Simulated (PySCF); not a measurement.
Molfile (atoms numbered from 1):
```
C2H3F3O
     RDKit          3D

  9  8  0  0  0  0  0  0  0  0999 V2000
   -1.3975   -0.7427    0.3051 O   0  0  0  0  0  0  0  0  0  0  0  0
   -0.3984    0.1996    0.5474 C   0  0  0  0  0  0  0  0  0  0  0  0
    0.8069   -0.0003   -0.3481 C   0  0  0  0  0  0  0  0  0  0  0  0
    0.4523    0.0663   -1.6438 F   0  0  0  0  0  0  0  0  0  0  0  0
    1.7180    0.9535   -0.1284 F   0  0  0  0  0  0  0  0  0  0  0  0
    1.3949   -1.1806   -0.1601 F   0  0  0  0  0  0  0  0  0  0  0  0
   -1.7104   -0.6368   -0.5980 H   0  0  0  0  0  0  0  0  0  0  0  0
   -0.0698    0.0793    1.5805 H   0  0  0  0  0  0  0  0  0  0  0  0
   -0.7366    1.2338    0.4077 H   0  0  0  0  0  0  0  0  0  0  0  0
  1  2  1  0
  2  3  1  0
  3  4  1  0
  3  5  1  0
  3  6  1  0
  1  7  1  0
  2  8  1  0
  2  9  1  0
M  END
```

Geometry: PBE0-D3(BJ)/def2-TZVP; GIAO shifts from PySCF, gas phase, non-relativistic, averaged over equivalent atoms.

At KT3/pcSseg-2 (258 basis functions, 26 s wall time on 1 thread of an Arm Neoverse V2, shared host):
| atoms | δ (ppm) |
| --- | --- |
| O1 | 22.3 |
| C3 | 135.4 |
| C2 | 67.4 |
| F4/F5/F6 | -110.4 |
| H8/H9 | 3.91 |
| H7 | 0.81 |

Chemical shifts δ = σref − σ; ¹⁷O (σref 325.30) against H2O; ¹³C (σref 183.24), ¹H (σref 31.63) against TMS; ¹⁹F (σref 145.48) against CFCl3, all at this level.

Problem. Estimate the result of repeating the calculation with B97-2/pcSseg-2.

Solution. 
```json
{"atoms": "O1", "δ at B97-2/pcSseg-2": "13.4", "change": "-8.9"}
{"atoms": "C3", "δ at B97-2/pcSseg-2": "135.9", "change": "+0.5"}
{"atoms": "C2", "δ at B97-2/pcSseg-2": "67.3", "change": "-0.1"}
{"atoms": "F4/F5/F6", "δ at B97-2/pcSseg-2": "-91.8", "change": "+18.6"}
{"atoms": "H8/H9", "δ at B97-2/pcSseg-2": "3.84", "change": "-0.07"}
{"atoms": "H7", "δ at B97-2/pcSseg-2": "0.99", "change": "+0.18"}
```

Referencing at the same level of theory: H2O for ¹⁷O (327.66 ppm); ¹³C (185.38 ppm) and ¹H (31.64 ppm) vs TMS; ¹⁹F (175.98 ppm) vs CFCl3.

The largest change is at F4/F5/F6 (fluorine of a CF3 group). Cost: 258 basis functions, 17 s wall time on 1 thread of an Arm Neoverse V2, shared host.

Unscaled 19F shifts against computed CFCl3 carry errors that often reach 10 to 50 ppm. Experimental scales use liquid or dissolved standards, which lie at an offset from isolated H2O (liquid H2O: subtract about 36 ppm).
